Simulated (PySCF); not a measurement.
# Two-dimensional NMR puzzle

Compound of formula C3H4N2. Correlations simulated from computed shifts and the bond graph:

HSQC (one-bond C–H):
| δH | δC |
| --- | --- |
| 6.72 | 154.4 |
| 3.94 | 68.1 |

COSY cross peaks (H two or three bonds apart, from the bond graph; peaks can be absent where the dihedral angle is near 90°):
| δH | δH |
| --- | --- |
| 6.72 | 3.94 |

HMBC (two and three bonds, from the bond graph):
| δH | δC |
| --- | --- |
| 6.72 | 122.3, 68.1 |
| 3.94 | 154.4, 122.3 |

Carbons without hydrogens: δ 122.3.

Computed data (PySCF): NMR shieldings at B97-2/pcSseg-2/GIAO, PBE0-D3(BJ)/def2-TZVP structure. Isolated molecule, relativity neglected, one computed conformer, fast rotation and ring inversion assumed for equivalent nuclei.

Chemical shifts δ = σref − σ; 1H (σ = 31.64 ppm), 13C (σ = 185.38 ppm) against TMS, all at this level.

Exchangeable hydrogens are left out of these lists.

Question: Which molecule is this?

Answer: Z-3-Amino-2-propenenitrile (N#C/C=C\N).

Atoms are numbered as in `[N:1]#[C:2]/[CH:3]=[CH:4]\[NH2:5]`; H(Xn) means a hydrogen on atom n.

δC 154.4 is C4, an alkene carbon bearing nitrogen (δH 6.72). δC 122.3 is C2, a nitrile carbon. δC 68.1 is C3, a β carbon of an enol-ether or enamine type C=C (δH 3.94). HMBC from δH 6.72 reaches the proton-free carbon C2. HMBC from δH 3.94 reaches the proton-free carbon C2. COSY links 6.72–3.94.

Exchangeable OH/NH protons stand at their gas-phase positions; hydrogen bonding in a real sample shifts them, mostly to higher δ. Shifts are as computed. Against solution values, carbons near 30 ppm lie about +3 ppm off and those near 130 ppm about +7 ppm. Of 1211 compounds with measured shifts, 218 miss one by over three times the rms of a fit or turn the order of signals round; such compounds aren't used in these exercises.
